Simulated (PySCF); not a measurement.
**Spin–spin coupling constants**

Bonds (- single, = double, # triple, : aromatic): O1-C2 1.410 Å, C2-C3 1.512 Å, C3-C4 1.501 Å, C4-C5 1.498 Å, C5-C3 1.498 Å. O1 carries H6; C2 carries H7, H8; C3 carries H9; C4 carries H10, H11; C5 carries H12, H13. H10, H12 are cis to C2 on the ring; H11, H13 are trans to C2 on the ring.

Couplings: B3LYP/pcJ-1 (without the spin–dipole term) in PySCF 2.14, geometry GFN2-xTB; gas phase, one conformer, non-relativistic. Couplings are averaged over pairs made equivalent by symmetry, fast rotation or ring inversion, so a value needn't be that of the named pair in this geometry, while other rotamers aren't included; one pair stands for each set, and the list holds a selection of those of at least 0.8 Hz over up to four bonds, among pairs with at least one C or H atom (others weren't computed).

Isotopes: $^{13}$C, $^{1}$H, $^{17}$O. Couplings to quadrupolar nuclei such as 17O and 33S are rarely resolved in practice.

```json
{"pair": "O1, C2", "bonds": "1", "J (Hz)": "20.8"}
{"pair": "O1, H6", "bonds": "1", "J (Hz)": "-70.5"}
{"pair": "C2, C3", "bonds": "1", "J (Hz)": "?"}
{"pair": "C2, H7", "bonds": "1", "J (Hz)": "146.7"}
{"pair": "C3, C4", "bonds": "1", "J (Hz)": "?"}
{"pair": "C3, H9", "bonds": "1", "J (Hz)": "168.0"}
{"pair": "C4, C5", "bonds": "1", "J (Hz)": "15.3"}
{"pair": "C4, H10", "bonds": "1", "J (Hz)": "164.5"}
{"pair": "C4, H11", "bonds": "1", "J (Hz)": "168.1"}
{"pair": "O1, H7", "bonds": "2", "J (Hz)": "-9.4"}
{"pair": "C2, H6", "bonds": "2", "J (Hz)": "?"}
{"pair": "C3, H7", "bonds": "2", "J (Hz)": "-1.6"}
{"pair": "C3, H10", "bonds": "2", "J (Hz)": "?"}
{"pair": "C3, H11", "bonds": "2", "J (Hz)": "-1.5"}
{"pair": "C4, H12", "bonds": "2", "J (Hz)": "?"}
{"pair": "H10, H11", "bonds": "2", "J (Hz)": "-6.0"}
{"pair": "C2, H10", "bonds": "3", "J (Hz)": "?"}
{"pair": "C2, H11", "bonds": "3", "J (Hz)": "3.2"}
{"pair": "C4, H7", "bonds": "3", "J (Hz)": "1.8"}
{"pair": "C4, H8", "bonds": "3", "J (Hz)": "5.0"}
{"pair": "H6, H7", "bonds": "3", "J (Hz)": "?"}
{"pair": "H7, H9", "bonds": "3", "J (Hz)": "7.1"}
{"pair": "H9, H10", "bonds": "3", "J (Hz)": "?"}
{"pair": "H9, H11", "bonds": "3", "J (Hz)": "9.0"}
{"pair": "H10, H12", "bonds": "3", "J (Hz)": "10.5"}
{"pair": "H11, H13", "bonds": "3", "J (Hz)": "9.9"}
```

Q: Estimate the withheld couplings, with signs.

A: 
- $^{1}J$(C2,C3) = 45.8 Hz (bond length 1.512 Å)
- $^{1}J$(C3,C4) = 14.9 Hz (bond length 1.501 Å)
- $^{2}J$(C2,H6) = -2.8 Hz (angle at O1 108°)
- $^{2}J$(C3,H10) = -1.7 Hz (angle at C4 118°)
- $^{2}J$(C4,H12) = -2.0 Hz (angle at C5 118°)
- $^{3}J$(C2,H10) = 6.4 Hz (dihedral angle 2°)
- $^{3}J$(H6,H7) = 8.7 Hz (mean over equivalent pairs that range from 0.7 to 16.8 Hz in this conformer)
- $^{3}J$(H9,H10) = 5.4 Hz (dihedral angle 145°)
